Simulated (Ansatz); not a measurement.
Input file:

```yaml
crystal:
  periodic: [false, false, false]
  atoms:
    - { symbol: S, position_ang: [0.579396, -0.196526, -2.703773] }
    - { symbol: H, position_ang: [-0.694487, 0.218378, -2.980126] }
    - { symbol: H, position_ang: [0.924336, 1.07244, -2.324495] }
    - { symbol: C, position_ang: [-0.286485, -0.784194, 0.612381] }
    - { symbol: C, position_ang: [0.082044, 0.506572, 1.388719] }
    - { symbol: H, position_ang: [-0.003533, -0.689716, -0.462049] }
    - { symbol: H, position_ang: [0.241547, -1.657394, 1.038507] }
    - { symbol: H, position_ang: [-1.373393, -0.978552, 0.675508] }
    - { symbol: H, position_ang: [-0.191585, 0.422537, 2.457592] }
    - { symbol: H, position_ang: [-0.446957, 1.383176, 0.968955] }
    - { symbol: H, position_ang: [1.169118, 0.703379, 1.328783] }
basis:
  gaussian: { orbitals: STO-3G }
hamiltonian:
  xc: pbe
  dispersion: d4
md:
  timestep: 0.5
  n_steps: 250
  ensemble: nvt_langevin
  temperature: 700.0
  initial_velocities: maxwell_boltzmann
  seed: 467123
  friction: 0.01
scf:
  lower_state_search: "off"
```

Command:

```bash
$ ansatz run input.yaml --threads 1 --pin off --max-ram 2048MiB --backend cpu --events-out ev --progress --plain --runs-dir out
```

Hardware: 1 thread of Arm Neoverse V1 (shared host).

Q: Roughly how long does this run take, and how much memory?

A: 3.9 min, with a peak of 0.078 GiB, for 251 ionic steps.
